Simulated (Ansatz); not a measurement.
Reaction (hydrogenolysis of a C–C bond): `CCC(O)CC` + H₂ → `CCC(C)O` + CH₄

Calculated with Ansatz (gas phase, PBE0-D4/def2-TZVP geometries, no zero-point term in ΔE). CCSD(T)/CBS is the MP2 limit (def2-TZVPP, def2-QZVPP) plus CCSD(T) − MP2 in def2-TZVPP, frozen cores. This one scheme is used for every species. Each species was taken in one conformer, which may not be the lowest.

`CCC(O)CC`:

Z-matrix (Å, degrees):
```
C
C 1 1.518
H 1 1.094 2 110.9
H 1 1.092 2 111.4 3 120.0
H 1 1.091 2 110.9 3 -119.4
C 2 1.521 1 113.4 3 62.5
H 2 1.095 1 110.1 3 -59.4
H 2 1.099 1 110.1 3 -176.0
C 6 1.521 2 112.2 1 -175.9
O 6 1.420 2 111.4 1 58.5
H 6 1.097 2 108.7 1 -55.6
C 9 1.518 6 113.4 2 175.9
H 9 1.095 6 108.6 2 53.1
H 9 1.099 6 108.4 2 -61.6
H 10 0.962 6 107.7 2 63.0
H 12 1.094 9 110.9 6 -62.5
H 12 1.092 9 111.4 6 177.5
H 12 1.091 9 110.9 6 56.9
```

H₂:

```xyz
2

H     0.066    0.182    0.319
H    -0.066   -0.182   -0.319
```

`CCC(C)O`:

```xyz
15

C    -1.046    1.593   -0.280
C    -0.154    0.648    0.506
C     0.362   -0.527   -0.313
C     1.253   -1.438    0.498
O    -0.697   -1.332   -0.806
H    -1.343    2.452    0.325
H    -0.535    1.976   -1.168
H    -1.970    1.104   -0.604
H    -0.695    0.252    1.372
H     0.710    1.198    0.895
H     0.941   -0.127   -1.163
H     0.698   -1.851    1.344
H     2.117   -0.891    0.883
H     1.610   -2.267   -0.114
H    -1.251   -0.790   -1.374
```

CH₄:

```xyz
5

C     0.000    0.000    0.000
H     0.318   -0.451    0.940
H    -0.896    0.597    0.168
H    -0.217   -0.785   -0.724
H     0.795    0.639   -0.384
```

| level | ΔE (eV) |
| --- | --- |
| SCS-MP2/def2-TZVPP | -0.72 |
| HF/def2-QZVPP | -0.92 |
| MP2/def2-QZVPP | -0.69 |
| SCS-MP2/def2-QZVPP | -0.72 |

(1) What does CCSD(T)/CBS give? (Best estimate.)

Largest T1 diagnostic among the species: 0.009.

Results:

(1) Computed: -0.71 eV. The listed levels differ from it by -0.01, -0.21, 0.02, -0.01 eV.

In def2-TZVPP, CCSD(T) changes the Hartree–Fock value by +0.20 eV (the triples alone add +0.04 eV) and MP2 by +0.23 eV. At CCSD(T), def2-SVP lies +0.04 eV from the extrapolated value and def2-TZVPP −0.00 eV. Leaving LDA and LC-ωPBE aside and taking each functional with its dispersion term where it has one, the values, not all of them listed here, spread over 0.15 eV, from B97M-V to revPBE-D4. LDA lies +0.10 eV from PBE without D4.
